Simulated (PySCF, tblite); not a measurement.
# C5H9P: geometry, infrared bands and NMR shifts

What infrared bands and NMR shifts should C5H9P (`CC1=C(C)P1C`) show?

Computed with tblite 0.8.0 and PySCF 2.14.0, with density-fitted response routines of our own, on a single molecule in the gas phase. Atoms count from 0, in the outputs and in this text.

## Step 1: The molecule as given

15 atoms, charge 0, multiplicity 1; geometry from: force field or distance geometry start.

Bonds of the start (Å): C0–C1 1.50, C1–C2 1.33, C2–C3 1.53, C2–P4 1.84, P4–C5 1.88, P4–C1 1.84, C0–H6 1.11, C0–H7 1.11, C0–H8 1.12, C3–H9 1.09, C3–H10 1.12, C3–H11 1.10, C5–H12 1.09, C5–H13 1.09, C5–H14 1.12.

## Step 2: Geometry optimisation with GFN2-xTB

What the job is given:

```
{"job": {"kind": "relax", "xc": "GFN2-xTB", "basis": "xTB"}, "charge": 0, "multiplicity": 1}
C      2.307600     0.235600    -0.182700
C      0.881500     0.119100     0.266400
C     -0.295900     0.730400     0.338900
C     -1.154600     1.951300     0.022200
P     -0.366900    -0.939500     1.115100
C     -1.185500    -2.198900    -0.017600
H      2.447000     1.083200    -0.881700
H      2.652400    -0.715900    -0.648300
H      2.929700     0.310700     0.743800
H     -0.887800     2.761500     0.696300
H     -2.239500     1.698100     0.157300
H     -1.042500     2.150900    -1.056600
H     -0.420800    -2.600600    -0.678300
H     -1.633300    -2.929600     0.655000
H     -1.995800    -1.648400    -0.551700
```

Run with:

```console
$ OMP_NUM_THREADS=1 python probes_run.py task.json out
```

The driver reads the jobs from task.json and runs them one after another.

**Question.** This job is followed by: GFN2-xTB harmonic vibrations, gas phase; GIAO PBE0/pcSseg-1 NMR shielding, non-relativistic, gas phase. What will the session give for the following? strongest single infrared mode (GFN2-xTB); zero-point energy (GFN2-xTB); 13C shifts against TMS (PBE0/pcSseg-1, means over atoms taken as alike); 1H shifts against TMS (PBE0/pcSseg-1, means over atoms taken as alike); 31P shifts against H3PO4 (PBE0/pcSseg-1); surface potential, 1st and 99th percentile.

**Answer**, as computed:

```
                                                               quantity                  value
                              strongest single infrared mode (GFN2-xTB)   1058 cm⁻¹, 58 km/mol
                                           zero-point energy (GFN2-xTB)          76.1 kcal/mol
13C shifts against TMS (PBE0/pcSseg-1, means over atoms taken as alike)  130.1, 15.1, 13.7 ppm
 1H shifts against TMS (PBE0/pcSseg-1, means over atoms taken as alike)         2.46, 0.35 ppm
                               31P shifts against H3PO4 (PBE0/pcSseg-1)             -216.3 ppm
                                  surface potential, 1st and 99th percentile     -1.21 V and 0.79 V
```

In words: The optimisation took 95 steps and gained 0.414 eV; among the close pairs (by a distance rule), C2–C3 changed most, from 1.526 to 1.471 Å. The lowest mode is imaginary (94i cm⁻¹), so the xTB geometry is not a minimum. The strongest single mode, at 1058 cm⁻¹, is spread over many atoms; the largest shares are those of H6, H11. GFN2-xTB is a fitted tight-binding method: band positions and strengths are rough. Its intensities can rank the bands wrongly. C1, C2 (mean) (fully substituted alkene carbon) lies farthest downfield among carbon, at 130.1 ppm; an sp2 carbon of a C=C bond. H6, H7, H8, H9, H10, H11 (mean) (hydrogen on an allylic methyl carbon) lies farthest downfield among hydrogen, at 2.46 ppm; allylic position. At PBE0/pcSseg-1: Shielding is most anisotropic at P4 (span 718 ppm, paramagnetic term -431 ppm).
